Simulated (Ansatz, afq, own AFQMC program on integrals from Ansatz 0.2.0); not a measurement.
Where AFQMC and coupled cluster stand for AlSiH⁺, quartet

```xyz
3

Si    0.0000    0.0000    2.0886
Al    0.0000    0.0000   -0.2449
H     0.0000    0.0000   -1.8437
```

Connectivity, by distances: Si–AlH.

Basis cc-pVDZ. Only valence electrons are correlated. AFQMC by an in-house program on the Cholesky factors that Ansatz 0.2.0 writes for its CCSD(T) run. The CISD trial takes its coefficients from CCSD amplitudes. Released means that phaseless walkers are propagated on without the constraint, phases kept. Uncertainties: one standard error, sampling alone.

Determinant: UHF, the one that the program's search chose, which needn't be the lowest solution. The geometry is a PBE0/def2-TZVP stationary point of this or a neighbouring charge and spin state.

Full CI is exact in this basis; its frozen core comes from its own orbitals, which moves totals by up to a few meV.

Cautions: lower spins were not checked; the released energies are still falling, so no released level is given (meV from the phaseless value at times in 1/Eh: -4 ± 3 at 0.24, -7 ± 3 at 0.51, -9.3 ± 2.2 at 0.99, -12.2 ± 2.3 at 1.62, 12 ± 26 at 2.40); full CI with its own frozen core.

The T1 diagnostic is 0.0395, the weight of the determinant in the CISD state is 0.882 and the ⟨S²⟩ of the determinant is 3.759. The size of the correlated space is 7 electrons in 31 orbitals.

| level | correlation energy (eV) |
| --- | --- |
| MP2 | -2.3867 |
| CCSD | -3.1511 |
| CCSD(T) | -3.2709 |

Q: Estimate where phaseless AFQMC with a CISD trial lies against CCSD(T) on the same integrals.

A: 3.1 ± 0.3 kJ/mol below CCSD(T).

Reference: full CI, correlation energy -3.321 eV. CCSDTQ lies 0.1 meV above full CI, in part by the other frozen core, which shifts every row alike, so rows that close can't be ranked against it.

```json
{"level": "CCSD(T)", "E − E(reference) (kJ/mol)": "4.8", "share of correlation (%)": "98.49"}
{"level": "CCSDT", "E − E(reference) (kJ/mol)": "0.8", "share of correlation (%)": "99.74"}
{"level": "CCSDT(Q)", "E − E(reference) (kJ/mol)": "0.1", "share of correlation (%)": "99.96"}
{"level": "CCSDTQ", "E − E(reference) (kJ/mol)": "0.0", "share of correlation (%)": "100.00"}
{"level": "ph-AFQMC/HF", "E − E(reference) (kJ/mol)": "0.2 ± 2.1", "share of correlation (%)": "99.95"}
{"level": "ph-AFQMC/CISD", "E − E(reference) (kJ/mol)": "1.7 ± 0.3", "share of correlation (%)": "99.46"}
```

CCSDT and higher add their correlation energy to the determinant of the CCSD(T) run, since their own runs factorise the integrals more tightly (a shift of under 2 meV). A walk keeps the symmetry of its determinant, which the program's search chose and which needn't be the lowest solution, so a lower state of the same spin and another symmetry isn't excluded.
